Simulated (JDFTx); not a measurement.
System: ethylene, C2H4 (SMILES C=C), charge 0, multiplicity 1; geometry: optimised with GFN2-xTB in vacuum (no frequencies checked; largest PBE force component 0.5 eV/Å).

All numbers are PBE, GBRV ultrasoft potentials, plane waves to 20/100 Ha results from JDFTx (a modified build), not measurements. Liquid: CANDLE, water, 1 M KF. The liquid run sits in a periodic box with 3.75 Å from the outermost atoms to the faces; the vacuum run is isolated. The box matters at about 0.01 eV. ΔG_solv is the difference of the two single-point energies, liquid minus vacuum; no corrections are added.

Q: What does the calculation give for the solvation energy, its fluid terms and the levels?

A: 
- solvation energy: -0.02 eV
- part: cavitation term of the fluid: 0.33 eV
- part: dispersion term of the fluid: -0.28 eV
- part: electrostatic term of the fluid: -0.09 eV
- part: distortion of the solute's electrons: 0.01 eV
- highest occupied level in vacuum (zero: vacuum level): -6.83 eV
- highest occupied level in the liquid (zero: bulk electrolyte): -6.70 eV
